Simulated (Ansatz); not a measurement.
# Al₂H₄S, SMILES [AlH2][S][AlH2]: the energy of protonation at one site

Computed with Ansatz 0.2.0 through its Python package.

Run as a notebook:

**Cell 1**
```python
import ansatz as az
from ase import Atoms
import numpy as np
```

**Cell 2**
```python
BASIS = 'def2-SVP'
XC = 'HF'
CHARGE = 1
FMAX = 0.01
```

**Cell 3**
```python
atoms = Atoms(['Al', 'S', 'Al', 'H', 'H', 'H', 'H'], positions=[
    (-1.3715, 0.2618, -0.7382),
    (-0.894, -1.005, 1.0218),
    (1.2664, -0.4367, 0.8519),
    (-1.2977, -0.2849, -2.2316),
    (-1.7978, 1.8338, -0.5402),
    (1.8505, 0.8566, 1.6453),
    (2.3055, -1.2936, -0.0549),
])
molecule = az.Crystal.molecule_from_ase(atoms)
```

**Cell 4**
```python
base = molecule.calculation().basis(gaussian=BASIS).functional(XC)
symbols = [site.symbol for site in molecule.cartesian_sites]
start = np.array([site.position_ang for site in molecule.cartesian_sites], dtype=float)
report = base.relax(force_tolerance=0.01).run(threads=1, pin='off').report
end = np.array(report['positions_ang'])
```

**Cell 5**
```python
# start the new hydrogen opposite the existing bonds
away = sum((end[1] - end[j]) / np.linalg.norm(end[1] - end[j]) for j in [0, 2]) + np.array([0.15, 0.1, -0.2])
proton = end[1] + 1.4 * away / np.linalg.norm(away)
acid = az.Crystal.molecule()
for symbol, place in zip(symbols, end):
    acid = acid.atom(symbol, place.tolist())
acid = acid.atom('H', proton.tolist())
protonated = (
    acid.calculation()
    .basis(gaussian=BASIS)
    .functional(XC)
    .charge(CHARGE)
    .relax(force_tolerance=FMAX, max_steps=80)
)
after = protonated.run(threads=1, pin='off').report
xyz = np.array(after['positions_ang'])
reach = np.linalg.norm(xyz[:-1] - xyz[-1], axis=1)
print(f'base {report["free_energy_ev"]:.5f} eV, protonated {after["free_energy_ev"]:.5f} eV')
print(f'the proton ends {reach.min():.3f} A from {symbols[reach.argmin()]}{reach.argmin()}')
print(f'electronic proton affinity {96.485332 * (report["free_energy_ev"] - after["free_energy_ev"]):.1f} kJ/mol')
```
Output:
```text
base -24040.83657 eV, protonated -24049.38838 eV
the proton ends 1.338 A from S1
electronic proton affinity 825.1 kJ/mol
```

Reading the output:
- Total energies depend on the basis set; only differences at equal settings carry meaning.
- The proton is put on one chosen atom, which needn't be the most basic site, so the molecule's proton affinity can be higher; the ends are stationary points, not checked by frequencies, and zero-point and thermal terms count only where printed.
- Hartree-Fock leaves correlation out, so bond, atomisation and ionisation energies come out well too low.
- Run time: 39 s on 1 thread of Arm Neoverse V1, with other jobs on the host, peak memory 0.22 GiB.
